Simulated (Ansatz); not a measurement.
Species: C₂H₄Cl, charge 0, doublet. C2H4Cl (SMILES [CH2]CCl, doublet).
B3LYP-D3(BJ)/def2-TZVP minimum from Ansatz (an electronic-structure program):
```
C
H 1 1.0854
H 1 1.0854 2 110.78
C 1 1.4545 2 113.91 3 -129.98
H 4 1.0807 1 120.31 2 -31.97
H 4 1.0807 5 118.26 1 167.92
Cl 1 1.8760 2 103.74 3 110.75
```
Charge 0, spin multiplicity 2.

Property: atomisation energy (electronic, to ground-state atoms), in kJ/mol. UHF or UKS for unpaired electrons; spin-orbit terms are left out. CBS(X,Y): correlation extrapolated as X^-3, Hartree-Fock from the larger set. A bracket is a step between two methods taken in the basis named. Functionals run without relativity, which enters their misses. Double hybrids freeze cores in their MP2 part. 'core' is core correlation in cc-pwCVTZ (1s frozen past Ne), 'X2C' scalar relativity in cc-pVTZ-DK, both at CCSD(T). For partners of very few electrons the exact lower level stands in for a higher one.

CCSD(T)/CBS(cc-pV(T+d)Z,cc-pV(Q+d)Z) + [CCSDT(Q) - CCSD(T)]/cc-pV(D+d)Z + core + X2C (Ansatz) gives 2443.7 kJ/mol.

### Question
How far off this value is PBE/def2-TZVPD (Ansatz), in which direction, and which of these levels come nearer: B3LYP/def2-TZVPD, PBE0/def2-TZVPD, B2PLYP/def2-TZVPD, CCSD(T)/CBS(cc-pV(T+d)Z,cc-pV(Q+d)Z) + core + X2C?

### Answer
PBE gives 2494.9 kJ/mol, 51.2 kJ/mol above it. Differences of the others: B3LYP/def2-TZVPD (Ansatz) -13.9; PBE0/def2-TZVPD (Ansatz) 16.5; B2PLYP/def2-TZVPD (Ansatz) -33.6; CCSD(T)/CBS(cc-pV(T+d)Z,cc-pV(Q+d)Z) + core + X2C (Ansatz) -1.9 kJ/mol. Nearer than PBE: B3LYP/def2-TZVPD, PBE0/def2-TZVPD, B2PLYP/def2-TZVPD, CCSD(T)/CBS(cc-pV(T+d)Z,cc-pV(Q+d)Z) + core + X2C.
